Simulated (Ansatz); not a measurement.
This geometry of AlClFH + H2 (6 atoms, charge 0, multiplicity 1) is a first-order saddle point.

Computed with RKS BLYP-D4/def2-SVP in Ansatz.

```xyz
6
Properties=species:S:1:pos:R:3
Al 0.052 -0.414 -0.126
Cl -0.005 0.033 2.369
H 1.367 0.218 -0.723
F -1.458 0.057 -0.699
H 0.063 -1.928 0.534
H 0.013 -1.232 1.745
```

Question: Which two structures does it join? (They come from a converged band through this point; their orientation in space is the band's.)

Answer: Bonds broken: Al1–Cl2, H5–H6. Bonds formed: Al1–H5, Cl2–H6. AlClFH + H2 becomes AlClFH3.

First end point:

```xyz
6
Properties=species:S:1:pos:R:3
Al 0.023 0.157 0.231
Cl -0.058 0.767 2.257
H 1.366 0.085 -0.580
F -1.435 -0.041 -0.574
H 0.015 -2.239 0.522
H 0.120 -1.994 1.244
```

Last end point:

```xyz
6
Properties=species:S:1:pos:R:3
Al 0.170 -0.524 -0.358
Cl 0.211 -0.083 2.324
H 1.291 0.551 -0.684
F -1.439 -0.051 -0.570
H 0.400 -2.091 -0.215
H -0.601 -1.068 2.604
```

Question: How far does it lie above each of them?

Answer: 1.32 eV above the first and 0.10 eV above the second. This is the barrier of this one path; another mechanism may lie lower. The orbitals stay closed-shell, which can raise the energy where a bond breaks towards radicals; this wasn't checked here.

Run time: 2.3 min on 1 thread of Arm Neoverse V1, on a shared host, peak memory 0.11 GiB.
